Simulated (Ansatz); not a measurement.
The cluster Si₂H₃. The state is a doublet with charge 0. Geometry PBE0-D4/def2-TZVPD, that of the charge -1 singlet; atoms count from 1.

| atom | x (Å) | y (Å) | z (Å) |
| --- | --- | --- | --- |
| Si1 | -1.1968 | 0.1068 | -1.2190 |
| Si2 | 0.1515 | 0.2503 | 0.4969 |
| H3 | -0.3276 | -1.0419 | -1.7688 |
| H4 | 1.3854 | -0.5421 | 0.8550 |
| H5 | -0.0125 | 1.2269 | 1.6360 |

The structure comes from a short search, and lower isomers may exist.

(1) Estimate the Mulliken populations from the PBE0/def2-TZVPD orbitals of Ansatz.

(2) Where does the spin sit?

(3) And the Mayer bond orders between bonded heavy atoms (over 0.3)?

## Answers

(1) 
| atom | charge (e) | spin (α − β) |
| --- | --- | --- |
| Si1 | -0.14 | 0.37 |
| Si2 | 0.06 | 0.68 |
| H3 | 0.02 | -0.02 |
| H4 | 0.03 | -0.01 |
| H5 | 0.03 | -0.01 |
Mulliken values and Mayer orders depend strongly on the basis. With diffuse functions, as here, like atoms can get unlike values, and bond orders can come out too low or too high.

(2) Summed by element: Si 1.05, H -0.05, of 1 unpaired in all. Largest on single atoms: Si2 0.68, Si1 0.37, H3 -0.02.

(3) Si1–Si2 1.37 (2.19 Å).
